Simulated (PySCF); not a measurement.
# Name the molecule from its bond curve

A diatomic of charge 0 contains Mg. Its singlet curve at PBE0 in a triple-zeta basis (no relativity, PySCF), in eV from the separated fragments:

```tsv
R (Å)	E (eV)
1.845	-1.060
1.931	-1.617
2.016	-1.923
2.081	-2.029
2.145	-2.056
2.209	-2.023
2.295	-1.909
2.402	-1.694
2.531	-1.379
2.703	-0.931
```

The fit gives ωe = 546 cm⁻¹ and the rotational constant Bₑ = 0.2689 cm⁻¹.

Which atom is the partner?

The minimum lies at 2.139 Å, so the reduced mass is 16.8576 u Å² cm⁻¹/(Bₑ·Re²) = 13.70 u. With Mg at 23.99 u the partner weighs about 31.9 u: S. The molecule is MgS.
